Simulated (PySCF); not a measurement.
Compound: C₃H₇FOS.
Numbering: `[CH3:1][C@@H:2]([F:3])[S@@:4]([CH3:5])=[O:6]` (hydrogens: H7, H8, H9 on C1; H10 on C2; H11, H12, H13 on C5)

The same species was optimised twice, with GFN2-xTB and with PBE0-D3(BJ)/def2-SVP (PySCF), and the same property calculations (PySCF, gas phase) were run on both structures.

```
     coordinate  GFN2-xTB  PBE0-D3(BJ)/def2-SVP  change
      S4=O6 (Å)     1.463                 1.504  +0.041
      S4–C5 (Å)     1.843                 1.812  -0.031
      C2–S4 (Å)     1.899                 1.872  -0.027
      C1–C2 (Å)     1.508                 1.498  -0.010
      C2–F3 (Å)     1.372                 1.368  -0.004
   C2–S4–O6 (°)     103.4                 104.9    +1.5
   C5–S4–O6 (°)     106.2                 107.4    +1.2
   C2–S4–C5 (°)      96.1                  96.9    +0.8
   C1–C2–S4 (°)     111.2                 111.8    +0.6
   C1–C2–F3 (°)     112.4                 112.8    +0.4
   F3–C2–S4 (°)     107.7                 107.8    +0.1
C1–C2–S4–C5 (°)       -67                   -69      -2
```

Rotational constants: A = 3960, B = 2362, C = 2003 MHz (GFN2-xTB) against A = 3975, B = 2382, C = 1989 MHz (PBE0-D3(BJ)/def2-SVP). Point groups within 0.08 Å: C1 and C1.

On the GFN2-xTB structure: lowest singlet, TDDFT (eV) 5.57 [B3LYP/def2-SVPD]; lowest triplet, Tamm–Dancoff (eV) 4.85 [B3LYP/def2-SVPD]; isotropic polarisability (au) 64.5 [B3LYP/def2-SVPD]; HOMO (eV) -6.78 [B3LYP/def2-SVPD]; LUMO (eV) -0.07 [B3LYP/def2-SVPD]; dipole (D) 2.23 [B3LYP/def2-SVPD]; HOMO (eV) -6.85 [PBE0/pcSseg-1]; LUMO (eV) 0.56 [PBE0/pcSseg-1]; dipole (D) 2.13 [PBE0/pcSseg-1]; GIAO shielding of C1 (ppm) 177.8 [PBE0/pcSseg-1]; GIAO shielding of C2 (ppm) 78.4 [PBE0/pcSseg-1]; GIAO shielding of F3 (ppm) 379.8 [PBE0/pcSseg-1]; GIAO shielding of S4 (ppm) 186.6 [PBE0/pcSseg-1]; GIAO shielding of C5 (ppm) 150.1 [PBE0/pcSseg-1]; GIAO shielding of O6 (ppm) 282.9 [PBE0/pcSseg-1].

Q: What do these properties become on the PBE0-D3(BJ)/def2-SVP structure?

A: 
```tsv
property	level	on GFN2-xTB	on PBE0-D3(BJ)/def2-SVP	change
lowest singlet, TDDFT (eV)	B3LYP/def2-SVPD	5.57	5.51	-0.06
lowest triplet, Tamm–Dancoff (eV)	B3LYP/def2-SVPD	4.85	4.83	-0.02
isotropic polarisability (au)	B3LYP/def2-SVPD	64.5	64.9	+0.4
HOMO (eV)	B3LYP/def2-SVPD	-6.78	-6.74	+0.04
LUMO (eV)	B3LYP/def2-SVPD	-0.07	-0.03	+0.04
dipole (D)	B3LYP/def2-SVPD	2.23	2.55	+0.32
energy, GFN2-xTB geometry as zero (kcal/mol)	B3LYP/def2-SVPD	0.0	-2.5	-2.5
HOMO (eV)	PBE0/pcSseg-1	-6.85	-6.80	+0.05
LUMO (eV)	PBE0/pcSseg-1	0.56	0.63	+0.07
dipole (D)	PBE0/pcSseg-1	2.13	2.44	+0.31
energy, GFN2-xTB geometry as zero (kcal/mol)	PBE0/pcSseg-1	0.0	-2.3	-2.3
GIAO shielding of C1 (ppm)	PBE0/pcSseg-1	177.8	176.2	-1.6
GIAO shielding of C2 (ppm)	PBE0/pcSseg-1	78.4	81.0	+2.6
GIAO shielding of F3 (ppm)	PBE0/pcSseg-1	379.8	382.3	+2.5
GIAO shielding of S4 (ppm)	PBE0/pcSseg-1	186.6	196.0	+9.4
GIAO shielding of C5 (ppm)	PBE0/pcSseg-1	150.1	152.5	+2.4
GIAO shielding of O6 (ppm)	PBE0/pcSseg-1	282.9	273.3	-9.6
```

The heavy atoms differ by 0.026 Å rms after alignment. Among bonds between heavy atoms S4=O6 changes most (+0.041 Å). Changes are differences of the printed values. Neither structure is proved a minimum here.

Conformer computed: `[CH3:1][C@@H:2]([F:3])[S@@:4]([CH3:5])=[O:6]`: C1–C2–S4–C5 -69°.
